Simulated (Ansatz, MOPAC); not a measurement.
Process, species as SMILES: CNC [N-methylmethanamine] + 2 [H][H] (H2) → 2 C (CH4) + N (NH3)

Wanted: energy of full hydrogenation (enthalpy at 298 K), in kcal/mol. Terms: dispersion terms only where a functional's name holds one; non-relativistic; six Cartesian d functions in 6-31G* and its kin unless marked 5d; PM7 with its own dispersion and hydrogen-bond terms; no spin-orbit coupling. Ab initio and DFT rows: single points at B3LYP-D3(BJ) geometries (Ansatz, a program for electronic structure), with unscaled harmonic terms from B3LYP/6-31G* at its own minima. Semi-empirical rows: MOPAC heats of formation at their own minima for 298 K.

```
species      coefficient  E at B3LYP/6-31G* (Ansatz), Eh  E at B3LYP/def2-TZVPD (Ansatz), Eh  H(298 K) - E, kcal/mol  heat of formation at PM7 (MOPAC), kcal/mol
-----------  -----------  ------------------------------  ----------------------------------  ----------------------  ------------------------------------------
CNC                   -1                      -135.16270                          -135.22290                   61.69                                       -4.25
[H][H] (H2)           -2                        -1.17549                            -1.17969                    8.44                                      -32.01
C (CH4)               +2                       -40.51834                           -40.53767                   30.76                                      -14.40
N (NH3)               +1                       -56.54778                           -56.58780                   24.05                                       -4.26
```

Measured values: Active Thermochemical Tables 1.112 (ions: stationary electron), as tabulated in the package chemicals; they hold spin-orbit and core effects, anharmonicity.  Value to compare with, the measured value: -42.7 kcal/mol. 1 Eh = 627.5095 kcal/mol.

**Question.** Compute it at each level from the table, and compare with the measured value.

**Answer.** 
- B3LYP/6-31G*: the sum of coefficient times E is -0.07078 Eh, or -44.42 kcal/mol; the thermal terms add 7.00. Result: -37.4 kcal/mol. Its error against the measured value is 5.3 kcal/mol.
- B3LYP/def2-TZVPD: the sum of coefficient times E is -0.08086 Eh, or -50.74 kcal/mol; the thermal terms add 7.00. Result: -43.7 kcal/mol. Its error against the measured value is -1.0 kcal/mol.
- PM7: the sum of coefficient times heat of formation is 35.21 kcal/mol; it needs no thermal term. Its error against the measured value is 77.9 kcal/mol.
